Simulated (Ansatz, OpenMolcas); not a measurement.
The same job for Ansatz

OpenMolcas 26.06 runs this on AlSiH4O (SMILES [AlH][O][SiH3]):

coord.xyz:
```
7

Al    -1.643700    -1.503700    -0.201100
O     -0.403000    -0.368600    -0.047300
Si     0.870900     0.567400     0.335800
H     -2.580100    -1.352800    -1.500200
H      1.204400     1.463600    -0.802700
H      0.554900     1.401200     1.526200
H      2.057800    -0.275200     0.643500
```

mol.inp:
```
&GATEWAY
  BasLib = $CurrDir
  Coord = coord.xyz
  Basis = aug-cc-pVDZ
  Group = NoSym

&SEWARD
  GridInput
  Grid=UltraFine
  End of Grid

&SCF
  UHF
  Spin = 2
  KSDFT = revPBE
  Thresholds = 1e-10 1e-07 1e-07 1e-05
  PrOrbitals = 1 1

&ALASKA
```

```bash
$ export MOLCAS_MEM=1860
$ pymolcas mol.inp > mol.log
```

(Basis files named in the input come from the Basis Set Exchange and aren't shown.)

The shape is that of a PBE0-D4/def2-TZVP optimisation. This is one conformer, not always the lowest.

The shape isn't stationary at this level (largest force 1.8 eV/Å).

It gives a total energy of -609.436291 Eh.

Question: How is this level of theory, on these atoms, set up in Ansatz 0.2.0 as an input file of the program's own, asking for the energy?

Answer: This input was run:

molecule.yaml:
```yaml
crystal:
  periodic: [false, false, false]
  atoms:
    - symbol: Al
      position_ang: [-1.643700, -1.503700, -0.201100]
    - symbol: O
      position_ang: [-0.403000, -0.368600, -0.047300]
    - symbol: Si
      position_ang: [0.870900, 0.567400, 0.335800]
    - symbol: H
      position_ang: [-2.580100, -1.352800, -1.500200]
    - symbol: H
      position_ang: [1.204400, 1.463600, -0.802700]
    - symbol: H
      position_ang: [0.554900, 1.401200, 1.526200]
    - symbol: H
      position_ang: [2.057800, -0.275200, 0.643500]
basis:
  gaussian:
    orbitals: aug-cc-pVDZ
magnetization:
  spin_polarized: true
  initial_magnetization: 1
hamiltonian:
  xc: {name: revPBE}
accuracy: high
output: {orbitals: {seedname: orbitals}}
```

```bash
$ ansatz run molecule.yaml --threads 1 --pin off --max-ram 3480MiB --events-out events.jsonl --progress --plain --runs-dir runs
```

Its energy is -609.436292 Eh, the same as the first but for the last digit, at most.
